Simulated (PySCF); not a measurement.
Match the calculated data to a structure.

| technique | computed result |
| --- | --- |
| UV, strongest line | among the 8 lowest singlet transitions: S2 at 6.22 eV (199 nm, f = 0.053) [TDDFT B3LYP/def2-SVPD] |
| Polarisability | 49.8 au [B3LYP/def2-SVPD] |
| NMR, other nuclei | isotropic shieldings of nuclei other than C and H, by class: 799 (1 Cl) ppm [GIAO PBE0/pcSseg-1] |
| UV, first state | lowest singlet excitation: 5.78 eV (215 nm, f = 0.000) [TDDFT B3LYP/def2-SVPD] |
| Rotational structure | rotational constants A, B, C: 22.774, 3.189, 2.849 GHz [GFN2-xTB] |
| 1H NMR | chemical shifts (computed TMS as zero) by class: 4.24 (2 H), 2.11 (1 H) ppm [GIAO PBE0/pcSseg-1] |
| 13C NMR | chemical shifts (computed TMS as zero) by class: 84.5 (1 C), 83.7 (1 C), 37.5 (1 C) ppm [GIAO PBE0/pcSseg-1] |

Gas-phase values; electronic properties from PySCF, density fitting. Levels stand in brackets. Geometry: GFN2-xTB; no solvent, vibrations or thermal averaging. Each NMR value is the plain mean over a class of atoms that symmetry, rotation or inversion makes alike.

Question: Which candidate is it?
A. `N#CCCCl`
B. `CC(C)(Cl)Cl`
C. `C=C=CCl`
D. `C#CCCl`

Answer: D. It is `C#CCCl`. Numbering: `[CH:1]#[C:2][CH2:3][Cl:4]`. Its formula, C3H3Cl, gives 2 degrees of unsaturation: 0 rings and 2 π bonds in the structure found. 3 carbons fall into 3 classes; from least to most shielded: terminal alkyne carbon [C1] (84.5 ppm), alkyne carbon [C2] (83.7 ppm), sp3 C–Cl carbon [C3] (37.5 ppm). Hydrogen classes from least to most shielded: 2 H on an sp3 C–Cl carbon, C3 (4.24 ppm), 1 H on a terminal alkyne carbon, C1 (2.11 ppm). The other shieldings belong to: 799 ppm, alkyl chlorine [Cl4]. S1 is mainly HOMO→LUMO (weight 0.96); the largest Löwdin shares of the orbital it empties are 0.35 on the terminal alkyne carbon, 0.32 on the alkyne carbon, 0.14 on the alkyl chlorine and 0.09 on the sp3 C–Cl carbon, of the orbital it fills 0.38 on the alkyl chlorine, 0.20 on the sp3 C–Cl carbon, 0.18 on the terminal alkyne carbon and 0.16 on the alkyne carbon. The optimised geometry has point group Cs and is an asymmetric top.

The others, at the same levels:
- `C=C=CCl` fails: its computed 13C shifts are 221.9 (1 C), 102.4 (1 C), 89.9 (1 C) ppm, 1H shifts are 6.25 (1 H), 5.55 (2 H) ppm and rotational constant A is 31.816 GHz (against 22.774 GHz).
- `CC(C)(Cl)Cl` fails: it has 6 hydrogens where the 1H data count 3; its computed 13C shifts are 99.3 (1 C), 41.4 (2 C) ppm, 1H shifts are 2.10 (6 H) ppm and rotational constant A is 3.658 GHz (against 22.774 GHz).
- `N#CCCCl` fails: it has 4 hydrogens where the 1H data count 3; its computed 13C shifts are 120.3 (1 C), 46.7 (1 C), 21.9 (1 C) ppm, 1H shifts are 3.73 (2 H), 2.56 (2 H) ppm and rotational constant A is 27.214 GHz (against 22.774 GHz).

Each candidate is one conformer, not necessarily the lowest. Dipoles, sizes and rotational constants follow the conformer. The torsions of the flexible species, by atom-mapped SMILES:
- `[N:1]#[C:2][CH2:3][CH2:4][Cl:5]`: C2–C3–C4–Cl5 180°
